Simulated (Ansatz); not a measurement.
Relaxed structures of CH$_{4}$LiSi, doublet (PBE0-D4/def2-TZVP; forces vanish, vibrations not checked; lower isomers may exist, and structures with a doubtful reference or unclear bonds are left out; Å). Ansatz 0.2.0; basis: def2-TZVPP; cores frozen in the correlated methods; orbitals are unrestricted. The outer core shell of Li, Na, Mg and K is correlated.

**Question.** Rank them by CCSD(T) energy, lowest first, and give each one's height above the lowest. Links in brackets join atoms within 1.22 times the sum of their covalent radii (1.1 for two metals). (To be estimated.)
A.
CH₄LiSi ([Li][CH][SiH3])
```
7
angstrom
Li -2.4386 -0.3938 0.0968
C -0.6319 0.1040 -0.3229
Si 0.6722 0.2403 0.9577
H 0.1309 -0.0919 2.3181
H -0.2305 0.3423 -1.3162
H 1.2665 1.6115 1.0961
H 1.8375 -0.6850 0.7621
```
B.
CH₄LiSi ([Li][SiH][CH3])
```
7
angstrom
Li -2.0770 0.8383 1.7345
C 0.1621 -0.4909 -1.1718
Si -0.2352 -0.1924 0.6690
H 0.2892 -1.5580 -1.3768
H -0.6347 -0.1161 -1.8179
H 1.0919 0.0101 -1.4575
H 0.9582 -0.7775 1.3828
```
C.
CH₄LiSi ([Li]1[CH2][SiH2]1)
```
7
angstrom
Li -1.9428 -0.3968 0.4161
C -0.2921 -0.0879 -0.8082
Si 0.4658 0.1243 0.8005
H -0.1210 -1.0040 -1.3713
H -0.4988 0.7824 -1.4291
H 0.9406 1.4922 1.1574
H 1.4483 -0.9103 1.2346
```

**Answer.** By the calculation: B (0.00 kcal/mol), C (9.97 kcal/mol), A (23.14 kcal/mol). Heights count from the lowest.

The T1 diagnostic stays at or below 0.016. ⟨S²⟩ of the unrestricted Hartree–Fock references: 0.76 to 0.77 (a pure state has 0.75).

For scale, one of the runs: CCSD(T)/def2-TZVPP, 148 basis functions, launched by `ansatz run in.yaml --threads 2 --pin off --events-out ev --progress --plain --max-ram 4352MiB`. Hardware: 2 CPU threads of an Arm Neoverse V1, shared host. Wall time 46 s; peak host memory 2.1 GiB.
